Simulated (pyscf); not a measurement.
Thermochemistry of product channels of `[CH2]=[CH][SiH3]` on the singlet surface, in kcal/mol, from ωB97M-D3(BJ)/def2-TZVP energies (ideal gas, 1 atm, RRHO with modes under 100 cm⁻¹ raised to 100, one conformer, R ln 2 for rigid chiral ones). Single points on ωB97X-D3(BJ)/def2-SVP structures (PySCF, gas phase).

```json
[
 {"products": "`[CH2]=[CH][SiH]` [singlet] + `[H][H]`", "ΔE": "+55.6", "ΔH(298 K)": "+52.2", "ΔG(298 K)": "+43.4", "ΔG(1200 K)": "+15.4"},
 {"products": "`[CH3][CH]=[SiH2]`", "ΔE": "+19.0", "ΔH(298 K)": "+20.4", "ΔG(298 K)": "+20.5", "ΔG(1200 K)": "+21.0"},
 {"products": "`[CH2]1[CH2][SiH2]1`", "ΔE": "___", "ΔH(298 K)": "+8.6", "ΔG(298 K)": "+10.1", "ΔG(1200 K)": "___"}
]
```

**Question.** What belongs in the gaps?

**Answer.** 
- `[CH2]1[CH2][SiH2]1`, ΔE: +7.4
- `[CH2]1[CH2][SiH2]1`, ΔG(1200 K): +14.8

These are energies of the channels, which say nothing of barriers. H₂C=CH–SiH: [singlet] lies 13.0 kcal/mol over its isomer HC≡C–SiH₃, and others may lie lower still (electronic energy, ωB97M-D3(BJ)).
